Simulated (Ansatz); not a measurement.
How far each method lies from RCCSDTQ for HOS⁺, singlet

Geometry: that of the HOS, doublet, kept fixed. The triplet lies 0.6 eV lower here.

```xyz
3

O     0.0000   -0.1031    1.0504
S     0.0000    0.0268   -0.5692
H     0.0000    0.7833    1.4331
```

Basis cc-pVDZ; Ansatz 0.2.0. Correlated methods freeze the noble-gas cores, which leaves 12 electrons in 31 orbitals. Prefix R: restricted or restricted open-shell reference; prefix U: unrestricted. Active spaces: valence = (12e, 9o) chosen from the atoms' valence shells.

Full CI isn't at hand for all of this; RCCSDTQ serves as the reference, and is uncertain by about the last step of the cluster series. The frozen core follows each run's orbitals, which can shift R against U totals by a few meV.

```
UHF ⟨S²⟩                          : 0.996
T1 diagnostic (RCCSD)             : 0.0353
largest doubles amplitude (RCCSD) : 0.120
```

```tsv
level	E − E(RCCSDTQ) (kJ/mol)	share of correlation (%)	wall time
RHF	927.6	0.00	–
UHF†	820.6	–	–
RMP2	94.6	89.80	–
UMP2†	73.5	–	–
CISD	121.4	86.91	0.7 s
RCCSD	44.0	95.26	–
UCCSD*†	7.6	–	–
RCCSD(T)	7.5	99.19	1.1 s
UCCSD(T)*†	-23.1	–	6.5 s
BCCD(T)	8.2	99.12	0.79 s
RCCSDT	4.7	99.49	–
UCCSDT*†	-45.0	–	–
RCCSDT(Q)	-0.9	100.10	3.8 s
UCCSDT(Q)*†	-57.5	–	22 s
UCCSDTQ*†	-56.6	–	4.1 min (H100)
CASSCF (valence space)	591.3	36.25	–
NEVPT2 (valence space)	133.6	85.60	2.3 s
NEVPT4(SD) (valence space)	21.2	97.71	3.5 s
MRCISD (valence space)	48.1	94.81	–
MRCISD+Q (valence space)	9.7	98.95	3.7 s
```

An asterisk marks runs whose energy the program itself flagged as in doubt. A dagger marks rows that describe another state than the reference (another or a broken symmetry, a higher spin or other natural occupations), so the difference isn't the method's error.

The correlation energy at RCCSDTQ, counted from RHF, is -9.614 eV. That run took 28 s on 2 threads of AMD EPYC 7R13 with a shared H100 80 GB, shared host.

Times hold each run's SCF and search for its determinant on a shared host, so for small cases they say little of a method's own cost; rows without a card ran on 1 thread of AMD EPYC 7R13.

Unrestricted levels hold only the spin's projection, and here they fall towards a lower state of higher spin.

Natural occupations of CASSCF (valence space) about the gap: 1.998 1.995 1.977 1.959 1.922 0.084 0.044 0.023; effectively unpaired electrons, Σ n²(2−n)², 0.07.
